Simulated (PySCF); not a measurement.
Molecule: Pyrimidine (SMILES c1ccncn1).

Mapped SMILES: `[cH:1]1[cH:2][n:3][cH:4][n:5][cH:6]1`; H(Xn) means a hydrogen on atom n.

Spin–spin couplings on one PBE0-D3(BJ)/def2-SVP geometry, PySCF 2.14.0 with density-fitted response routines, gas phase, non-relativistic, equivalent pairs averaged (spin–dipole term only in couplings to heteroatoms); isotopes ¹³C, ¹H; functional B3LYP.

Reference values (Hz): ¹J(C4,H(C4)) = 202.7 (measured; liquid or solution; F. J. Weigert, PhD thesis, Caltech 1968 (Carbon-13 magnetic resonance spectroscopy)); ¹J(C6,H(C6)) = 182.8 (measured; liquid or solution; F. J. Weigert, PhD thesis, Caltech 1968 (Carbon-13 magnetic resonance spectroscopy)); ³J(C6,H(C2)) = 5.3 (measured; liquid or solution; F. J. Weigert, PhD thesis, Caltech 1968 (Carbon-13 magnetic resonance spectroscopy)); ¹J(C1,H(C1)) = 166.2 (measured; liquid or solution; F. J. Weigert, PhD thesis, Caltech 1968 (Carbon-13 magnetic resonance spectroscopy)).

How do the couplings (Hz) change with the basis set? Times are CPU seconds on shared hosts with different chips, so compare them loosely. Far from the basis limit: 6-31G-J, pcJ-0, 6-31G*, def2-TZVP, cc-pVTZ.

Answers


```tsv
basis set	functions	¹J(C4,H(C4))	¹J(C6,H(C6))	³J(C6,H(C2))	¹J(C1,H(C1))	mean abs. error	core-s
6-31G-J	88	226.2	198.3	5.8	182.9	14.0	12
pcJ-0	90	190.9	170.1	5.2	159.0	8.0	12
6-31G*	92	202.3	180.4	4.6	163.9	1.5	13
pcJ-1	202	213.3	188.4	5.7	174.6	6.2	31
def2-TZVP	210	203.6	179.1	5.3	165.8	1.2	40
cc-pVTZ	236	192.3	169.8	5.0	156.9	8.2	47
```

Errors compare magnitudes, without vibrational corrections, and the largest couplings weigh most in the mean. Closest: def2-TZVP; furthest: 6-31G-J.

The Fermi-contact term samples the wavefunction at the nucleus, which is why sets with added tight s functions (names with J) are made for couplings. Agreement of an ordinary basis with the reference is then largely a cancellation of errors.
